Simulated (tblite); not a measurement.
Record of a relaxation.

Species: C₄H₄NO (doublet state).
Bonds: C1–C2, C2–C3 (aromatic), C3–O4 (aromatic), O4–N5 (aromatic), N5–C6 (aromatic), C2–C6 (aromatic). Hydrogens: H7, H8, H9 on C1; H10 on C6.
Bond orders are those of one Lewis drawing.

Computed with GFN2-xTB (tblite), gas phase: L-BFGS steps from a force-field or distance-geometry start until the largest atomic force falls under 0.01 eV/Å.

Step 0: E = -474.3272 eV, largest atomic force 2.829 eV/Å
```
atom  x, y, z in Å  |  force x, y, z in eV/Å
C1     -1.437   -0.156   -0.002   -1.023   0.425  -0.145
C2      0.023   -0.217    0.039    0.709  -0.922   0.240
C3      0.823   -1.319    0.338    1.520   2.303  -0.623
O4      2.125   -0.947    0.272   -0.820  -0.345   0.178
N5      2.222    0.388   -0.034   -1.827  -0.862   0.063
C6      0.959    0.809   -0.177    1.167   0.003   0.109
H7     -1.778    0.663   -0.658    0.193  -0.269   0.294
H8     -1.863   -1.082   -0.380    0.042  -0.048   0.041
H9     -1.847    0.021    1.001    0.078  -0.021  -0.200
H10     0.782    1.845   -0.423   -0.041  -0.265   0.044
```

Step 1: E = -474.4521 eV, largest atomic force 0.668 eV/Å
```
atom  x, y, z in Å  |  force x, y, z in eV/Å
C1     -1.451   -0.150   -0.004    0.054  -0.110   0.029
C2      0.033   -0.231    0.042   -0.585   0.311  -0.082
C3      0.845   -1.286    0.330    0.394   0.397  -0.172
O4      2.113   -0.952    0.275    0.235  -0.183   0.138
N5      2.196    0.376   -0.033    0.383  -0.328   0.029
C6      0.976    0.809   -0.175   -0.532   0.132  -0.002
H7     -1.775    0.659   -0.654    0.064   0.041   0.035
H8     -1.863   -1.083   -0.379   -0.035  -0.037   0.018
H9     -1.846    0.021    0.998   -0.026   0.027  -0.039
H10     0.781    1.841   -0.422    0.048  -0.250   0.046
```

Step 2: E = -474.4648 eV, largest atomic force 0.296 eV/Å
```
atom  x, y, z in Å  |  force x, y, z in eV/Å
C1     -1.452   -0.151   -0.004   -0.092  -0.085   0.006
C2      0.026   -0.227    0.042   -0.044   0.266  -0.057
C3      0.853   -1.278    0.326   -0.018   0.164  -0.109
O4      2.115   -0.955    0.277    0.259  -0.046   0.079
N5      2.199    0.370   -0.032   -0.008   0.002  -0.039
C6      0.970    0.811   -0.175   -0.067  -0.273   0.092
H7     -1.774    0.659   -0.653    0.040   0.037   0.027
H8     -1.863   -1.083   -0.379   -0.047  -0.049   0.012
H9     -1.847    0.021    0.997   -0.048   0.024  -0.009
H10     0.782    1.837   -0.421    0.023  -0.042  -0.002
```

Step 3: E = -474.4683 eV, largest atomic force 0.105 eV/Å
```
atom  x, y, z in Å  |  force x, y, z in eV/Å
C1     -1.454   -0.152   -0.004   -0.070  -0.006  -0.010
C2      0.023   -0.222    0.040    0.007   0.012   0.004
C3      0.855   -1.272    0.323   -0.027   0.004  -0.051
O4      2.120   -0.956    0.279    0.052   0.040   0.026
N5      2.199    0.368   -0.033    0.013   0.036  -0.022
C6      0.967    0.807   -0.173    0.078   0.041   0.006
H7     -1.773    0.660   -0.652    0.014   0.021   0.025
H8     -1.864   -1.084   -0.379   -0.050  -0.067   0.003
H9     -1.847    0.022    0.997   -0.058   0.016   0.008
H10     0.783    1.835   -0.421    0.041  -0.096   0.012
```

Step 4: E = -474.4689 eV, largest atomic force 0.064 eV/Å
```
atom  x, y, z in Å  |  force x, y, z in eV/Å
C1     -1.455   -0.153   -0.004   -0.036  -0.013  -0.002
C2      0.023   -0.221    0.040    0.014  -0.010   0.008
C3      0.855   -1.271    0.322    0.003  -0.010  -0.036
O4      2.122   -0.956    0.280   -0.015   0.047   0.008
N5      2.200    0.369   -0.033    0.036   0.034  -0.010
C6      0.968    0.807   -0.173    0.063  -0.005   0.010
H7     -1.773    0.660   -0.652    0.001   0.021   0.015
H8     -1.865   -1.085   -0.378   -0.043  -0.047   0.007
H9     -1.849    0.022    0.997   -0.056   0.011   0.003
H10     0.783    1.833   -0.421    0.033  -0.029  -0.003
```

Step 5: E = -474.4695 eV, largest atomic force 0.047 eV/Å
```
atom  x, y, z in Å  |  force x, y, z in eV/Å
C1     -1.457   -0.153   -0.004    0.009  -0.013   0.006
C2      0.022   -0.220    0.040    0.007  -0.032   0.010
C3      0.855   -1.270    0.320    0.016  -0.011  -0.017
O4      2.123   -0.955    0.280   -0.027   0.021  -0.007
N5      2.201    0.370   -0.034    0.042   0.015   0.010
C6      0.970    0.806   -0.173    0.013  -0.010   0.001
H7     -1.772    0.661   -0.651   -0.010   0.008   0.008
H8     -1.867   -1.087   -0.378   -0.027  -0.008   0.014
H9     -1.851    0.023    0.997   -0.046   0.003  -0.010
H10     0.785    1.831   -0.421    0.024   0.028  -0.015
```

Step 6: E = -474.4697 eV, largest atomic force 0.043 eV/Å
```
atom  x, y, z in Å  |  force x, y, z in eV/Å
C1     -1.458   -0.154   -0.004    0.017  -0.008   0.006
C2      0.022   -0.221    0.041   -0.001  -0.018   0.004
C3      0.855   -1.270    0.319    0.023  -0.011  -0.007
O4      2.123   -0.954    0.281   -0.007  -0.002  -0.009
N5      2.202    0.370   -0.034    0.012   0.004   0.017
C6      0.971    0.806   -0.172   -0.002  -0.004  -0.002
H7     -1.772    0.662   -0.651   -0.010  -0.005   0.008
H8     -1.868   -1.089   -0.378   -0.016   0.010   0.016
H9     -1.852    0.023    0.997   -0.035  -0.002  -0.017
H10     0.786    1.831   -0.421    0.019   0.035  -0.016
```

Step 7: E = -474.4698 eV, largest atomic force 0.031 eV/Å
```
atom  x, y, z in Å  |  force x, y, z in eV/Å
C1     -1.458   -0.154   -0.004    0.010  -0.001   0.005
C2      0.022   -0.221    0.041    0.009  -0.004   0.000
C3      0.856   -1.271    0.318    0.014  -0.005  -0.002
O4      2.123   -0.953    0.281    0.016  -0.015  -0.009
N5      2.203    0.371   -0.034   -0.009  -0.004   0.017
C6      0.972    0.806   -0.172   -0.018   0.006  -0.004
H7     -1.773    0.662   -0.650   -0.006  -0.014   0.007
H8     -1.869   -1.089   -0.377   -0.009   0.017   0.014
H9     -1.854    0.023    0.996   -0.024  -0.005  -0.017
H10     0.787    1.831   -0.421    0.017   0.023  -0.012
```

Step 8: E = -474.4699 eV, largest atomic force 0.032 eV/Å
```
atom  x, y, z in Å  |  force x, y, z in eV/Å
C1     -1.458   -0.155   -0.003    0.006   0.004   0.004
C2      0.023   -0.222    0.041    0.001   0.012  -0.005
C3      0.857   -1.271    0.317    0.010  -0.005   0.002
O4      2.123   -0.953    0.280    0.025  -0.016  -0.008
N5      2.204    0.371   -0.033   -0.029  -0.006   0.012
C6      0.972    0.806   -0.172   -0.012   0.010  -0.001
H7     -1.773    0.662   -0.650   -0.002  -0.017   0.002
H8     -1.870   -1.089   -0.376   -0.002   0.015   0.009
H9     -1.856    0.023    0.996   -0.012  -0.005  -0.010
H10     0.788    1.832   -0.422    0.014   0.006  -0.006
```

Step 9: E = -474.4700 eV, largest atomic force 0.020 eV/Å
```
atom  x, y, z in Å  |  force x, y, z in eV/Å
C1     -1.458   -0.155   -0.003   -0.004   0.005   0.002
C2      0.023   -0.222    0.041    0.009   0.010  -0.003
C3      0.857   -1.271    0.317   -0.004   0.003   0.001
O4      2.124   -0.953    0.280    0.018  -0.007  -0.006
N5      2.204    0.371   -0.032   -0.018  -0.005   0.005
C6      0.972    0.806   -0.172   -0.014   0.009   0.003
H7     -1.773    0.661   -0.649    0.001  -0.013  -0.004
H8     -1.871   -1.089   -0.376    0.002   0.007   0.003
H9     -1.858    0.023    0.995   -0.002  -0.003   0.000
H10     0.789    1.832   -0.423    0.011  -0.007   0.000
```

Step 10: E = -474.4700 eV, largest atomic force 0.010 eV/Å
```
atom  x, y, z in Å  |  force x, y, z in eV/Å
C1     -1.458   -0.155   -0.003   -0.001   0.002   0.002
C2      0.023   -0.222    0.041   -0.005   0.007  -0.001
C3      0.858   -1.271    0.317   -0.001   0.000   0.000
O4      2.124   -0.954    0.280    0.003   0.001  -0.005
N5      2.203    0.371   -0.032   -0.010   0.000   0.000
C6      0.972    0.807   -0.172    0.001   0.002   0.006
H7     -1.773    0.661   -0.649    0.001  -0.007  -0.007
H8     -1.871   -1.089   -0.375    0.003   0.001   0.000
H9     -1.859    0.023    0.995    0.001  -0.001   0.005
H10     0.790    1.833   -0.423    0.008  -0.006   0.001
```

Step 11: E = -474.4700 eV, largest atomic force 0.008 eV/Å
```
atom  x, y, z in Å  |  force x, y, z in eV/Å
C1     -1.458   -0.155   -0.003   -0.003   0.001   0.002
C2      0.023   -0.222    0.041   -0.001   0.000   0.002
C3      0.858   -1.271    0.317   -0.004   0.002  -0.001
O4      2.124   -0.954    0.280   -0.004   0.003  -0.004
N5      2.203    0.371   -0.032    0.002   0.001  -0.001
C6      0.971    0.807   -0.172   -0.002   0.000   0.005
H7     -1.773    0.661   -0.649    0.000  -0.004  -0.007
H8     -1.871   -1.089   -0.375    0.002  -0.002   0.000
H9     -1.859    0.023    0.995    0.001   0.000   0.005
H10     0.790    1.833   -0.423    0.007  -0.002   0.000
```

Problem. Summarise the path.

Solution. The energy falls by 0.1428 eV from step 0 to step 11; nine tenths of that is first reached at step 2. It falls at every step. The largest force goes from 2.829 to 0.008 eV/Å. Among the bonds C3–O4 changes most, from 1.355 to 1.307 Å; the atoms move by 0.024 Å rms after alignment.

Problem. Follow the three bonds and two angles with the largest change from start to end.

Solution. 
```csv
step,E above end (eV),largest force (eV/Å),C3–O4 (Å),C2–C3 (Å),N5–C6 (Å),C2–C3–O4 (°),C3–O4–N5 (°)
0,0.1428,2.829,1.355,1.395,1.339,108.9,110.3
1,0.0179,0.668,1.313,1.363,1.303,111.7,108.4
2,0.0052,0.296,1.304,1.367,1.314,112.8,108.0
3,0.0017,0.105,1.305,1.369,1.315,113.3,107.4
4,0.0011,0.064,1.307,1.369,1.315,113.4,107.3
5,0.0005,0.047,1.307,1.369,1.314,113.5,107.3
6,0.0003,0.043,1.307,1.369,1.314,113.5,107.4
7,0.0002,0.031,1.307,1.369,1.314,113.5,107.4
8,0.0001,0.032,1.307,1.369,1.314,113.5,107.5
9,0.0000,0.020,1.306,1.369,1.314,113.5,107.4
10,0.0000,0.010,1.307,1.369,1.314,113.5,107.4
11,0.0000,0.008,1.307,1.369,1.314,113.5,107.4
```

The cost below is that of the whole relaxation. On Arm Neoverse V2, one thread, shared host with 96 logical CPUs at a one-minute load of 94, this took under 0.1 s.
